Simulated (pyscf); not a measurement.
H₃Si–SiH₂–Si(SiH₃)(SiH₃)–SiH(SiH₃)–SiH₃ -> H₃Si–Si(SiH₃)=Si(SiH₃)–SiH₃ + disilane (H₃Si–SiH₃) (elimination; singlet surface; Si–Si, H–Si broken, H–Si formed). PySCF, gas phase, ωB97X-D3(BJ)/def2-SVP geometries. Energies in kcal/mol from the reactant's lowest minimum found.

```csv
level,barrier,reaction energy
r²SCAN/def2-TZVP,?,?
B3LYP-D3(BJ)/def2-TZVP,56.6,+44.0
PBE0-D3(BJ)/def2-TZVP,54.3,+48.2
M06-2X/def2-TZVP,55.0,+44.1
ωB97M-D3(BJ)/def2-TZVP,?,+45.0
HF/def2-TZVP,74.0,+36.0
```

Task: Fill in the missing entries.

Result: 
- r²SCAN/def2-TZVP, barrier: 54.4
- r²SCAN/def2-TZVP, reaction energy: +42.4
- ωB97M-D3(BJ)/def2-TZVP, barrier: 55.8

The functionals in the table span 2.3 kcal/mol in this barrier, from PBE0-D3(BJ) to B3LYP-D3(BJ). On the product side the descent ends in a complex (not fully relaxed), 7.7 kcal/mol under the separated species and 16.0 kcal/mol under the saddle at ωB97X-D3(BJ)/def2-TZVP. At the saddle there is also a short Si–Si contact that neither side keeps. At ωB97X-D3(BJ)/def2-TZVP the barrier from the zero used here is 57.9 kcal/mol. H₃Si–Si(SiH₃)=Si(SiH₃)–SiH₃ lies 24.1 kcal/mol over its isomer cyclic H₁₂Si₆ (SMILES [SiH3][SiH2][SiH]1[SiH2][SiH2][SiH2]1) (electronic energy, ωB97M-D3(BJ)/def2-TZVP). This is the saddle that the search found; another between the same sides may lie lower.
